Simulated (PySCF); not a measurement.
chloromethane (CH3Cl), SMILES CCl.

The structure is a stationary point at B3LYP-D3(BJ)/def2-TZVP.

All values below come from PySCF 2.14.0 with B3LYP-D3(BJ)/def2-TZVP.

Frequencies are harmonic and unscaled.

Modes within 1.5 cm⁻¹ of each other (mostly degenerate sets) share a row, with their intensities summed.

| mode | ν (cm⁻¹) | IR (km/mol) | moving atoms (share of kinetic energy) |
|---|---|---|---|
| 1 | 713 | 26.7 | C 63 %, Cl 29 % |
| 2–3 | 1026 | 5.9 | H 85 %, C 13 % |
| 4 | 1381 | 13.3 | H 89 %, C 11 % |
| 5–6 | 1484 | 12.2 | H 95 % |
| 7 | 3073 | 22.9 | H 98 % |
| 8–9 | 3168 | 12.5 | H 90 %, C 10 % |
